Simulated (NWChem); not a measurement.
**One shape, several levels: SO2F2 (sulfuryl fluoride)**

We compute a comparison of 6 runs (HF/STO-3G, HF/3-21G, HF/6-311+G**, B3LYP/6-31G*, MP2/6-311+G**) of SO2F2 (sulfuryl fluoride). 

The results are computed with NWChem 7.3.0.

### Step 1. The molecule

The species is SO2F2 (5 atoms), meant as a singlet with charge 0. As SMILES, `O=S(=O)(F)F`. Geometry: relaxed at PBE0-D4/def2-TZVP.

Bond lengths: O1–S2 1.404 Å, S2–O3 1.404 Å, S2–F4 1.539 Å, S2–F5 1.539 Å. Angles: O1–S2–O3 124.9°, O1–S2–F4 108.1°, O1–S2–F5 108.1°, O3–S2–F4 108.1°, O3–S2–F5 108.1°, F4–S2–F5 95.6°.

### Step 2. Energy and gradient at HF/STO-3G (run 1)

calc.xyz

```xyz
5
F2O2S hf
O     -0.388200    -0.151100     1.421700
S      0.070900    -0.096900     0.095900
O      1.129600    -0.862200    -0.418700
F     -1.140900    -0.267600    -0.837400
F      0.328600     1.377800    -0.261400
```

calc.nw

```
start calc
title "F2O2S hf"
memory stack 880 mb heap 220 mb global 1100 mb

geometry noautosym nocenter noautoz
  load calc.xyz
end

basis spherical bse
  * library STO-3G
end

scf
  thresh 1e-08
  maxiter 80
end

task scf gradient
```

The run is started by

```sh
$ nwchem calc.nw > calc.out
```

What it wrote:

```text
[...]
  functions       =    29
[...]
  wavefunction    = RHF
[...]
         Total SCF energy =   -736.447246956773
      One-electron energy =  -1604.669118280981
      Two-electron energy =    576.385769034993
 Nuclear repulsion energy =    291.836102289215
        Time for solution =      1.1s
[...]
                         RHF ENERGY GRADIENTS
    atom               coordinates                        gradient
                 x          y          z           x          y          z
   1 O      -0.733592  -0.285538   2.686623    0.078470   0.007605  -0.221890
   2 S       0.133982  -0.183114   0.181225    0.024682  -0.033768   0.033307
   3 O       2.134634  -1.629322  -0.791228   -0.177332   0.127472   0.088255
   4 F      -2.155988  -0.505691  -1.582457    0.089319   0.007804   0.070651
   5 F       0.620964   2.603664  -0.493974   -0.015138  -0.109113   0.029677
[...]
```

Wall time 2 s (1 thread of Intel Xeon Platinum 8375C at 2.90GHz (Ice Lake), shared host); peak memory 0.098 GiB.

### Step 3. Energy and gradient at HF/3-21G (run 2)

input.nw

```
start input
memory total 2200 mb

geometry units angstroms noautosym nocenter noautoz
 O       -0.388200      -0.151100       1.421700
 S        0.070900      -0.096900       0.095900
 O        1.129600      -0.862200      -0.418700
 F       -1.140900      -0.267600      -0.837400
 F        0.328600       1.377800      -0.261400
end

basis spherical bse
 * library 3-21G
end

scf
 thresh 1e-08
 maxiter 80
end

task scf gradient
```

The run is started by

```sh
$ nwchem input.nw > input.out
```

What it wrote:

```text
[...]
  functions       =    49
[...]
  wavefunction    = RHF
[...]
         Total SCF energy =   -741.948966125627
      One-electron energy =  -1604.974173382151
      Two-electron energy =    571.189104967310
 Nuclear repulsion energy =    291.836102289215
        Time for solution =      1.1s
[...]
                         RHF ENERGY GRADIENTS
    atom               coordinates                        gradient
                 x          y          z           x          y          z
   1 O      -0.733592  -0.285538   2.686623    0.058892   0.006805  -0.169676
   2 S       0.133982  -0.183114   0.181225    0.032745  -0.044779   0.044196
   3 O       2.134634  -1.629322  -0.791228   -0.135558   0.097931   0.066079
   4 F      -2.155988  -0.505691  -1.582457    0.052599   0.004307   0.041726
   5 F       0.620964   2.603664  -0.493974   -0.008677  -0.064264   0.017675
[...]
```

It took 2 s on 1 thread of Intel Xeon Platinum 8375C at 2.90GHz (Ice Lake), shared host; peak memory 0.099 GiB.

Runs 3 to 5 aren't shown in full; the table further down has their settings and results.

### Step 4. Energy and forces at MP2/6-311+G(d,p) (run 6)

calc.nw

```
start calc
memory stack 880 mb heap 220 mb global 1100 mb

geometry units au noautosym nocenter noautoz
  O   -0.73359168  -0.28553762   2.68662363
  S    0.13398158  -0.18311446   0.18122474
  O    2.13463463  -1.62932186  -0.79122833
  F   -2.15598854  -0.50569071  -1.58245666
  F    0.62096400   2.60366465  -0.49397441
end

basis spherical bse
  * library 6-311+G**
end

scf
  thresh 1e-08
  maxiter 80
  noprint "final vectors analysis"
end

mp2
  freeze core 9
  tight
end

task mp2 gradient
```

The run is started by

```sh
$ nwchem calc.nw > calc.out
```

What it wrote:

```text
[...]
  functions       =   118
[...]
  wavefunction    = RHF
[...]
         Total SCF energy =   -746.130189235704
      One-electron energy =  -1611.278663936237
      Two-electron energy =    573.312393325912
 Nuclear repulsion energy =    291.836081374621
        Time for solution =     24.8s
[...]
          Total MP2 energy          -747.091510889134
[...]
                         mp2 ENERGY GRADIENTS
    atom               coordinates                        gradient
                 x          y          z           x          y          z
   1 O      -0.733592  -0.285538   2.686624    0.010556  -0.000336  -0.025993
   2 S       0.133982  -0.183114   0.181225   -0.008117   0.011092  -0.011073
   3 O       2.134635  -1.629322  -0.791228   -0.020883   0.014414   0.012115
   4 F      -2.155989  -0.505691  -1.582457    0.023270   0.003135   0.017993
   5 F       0.620964   2.603665  -0.493974   -0.004826  -0.028305   0.006957
[...]
```

Run time: 65 s. Hardware: 1 thread of Intel Xeon Platinum 8375C at 2.90GHz (Ice Lake), shared host; peak memory 0.62 GiB.

### Step 5. Overview of the runs

```
run                               level  iteration cap  module  energy (Eh)  dipole moment (D)  HOMO energy (eV)  LUMO energy (eV)  wall time
  1                           HF/STO-3G             80     scf  -736.447247               1.44             -9.68              9.47        2 s
  2                            HF/3-21G             80     scf  -741.948966               1.06            -15.04              4.67        2 s
  3                        HF/6-311+G**             80     scf  -746.130189               1.09            -15.24              1.68       32 s
  4  B3LYP/6-31G* (spherical functions)            100     dft  -748.225301               1.18             -9.96              0.14       19 s
  5  B3LYP/6-31G* (Cartesian functions)            100     dft  -748.232847               1.18             -9.98              0.13       19 s
  6                       MP2/6-311+G**             80     mp2  -747.091511               0.86                 –                 –       65 s
```

### Step 6. Results

| quantity | value |
| --- | --- |
| run 6: total energy | -747.09151 Eh |
| run 6: dipole moment (of the density that the program reports) | 0.86 D |
| run 6: correlation energy (9 core orbitals frozen) | -961.3 mEh |
| run 6: largest force on an atom | 1.521 eV/Å |

**Reading.** The dipole moment (its size) runs from 0.86 D (MP2/6-311+G**) to 1.44 D (HF/STO-3G). The two ends differ in method and basis. Over runs 1, 2, 3, 4, 5 the HOMO–LUMO gap runs from 10.11 eV (B3LYP/6-31G*) to 19.71 eV (HF/3-21G). In run 1 the basis is minimal, so the values are rough. All runs together took 2.3 min, the longest 65 s.
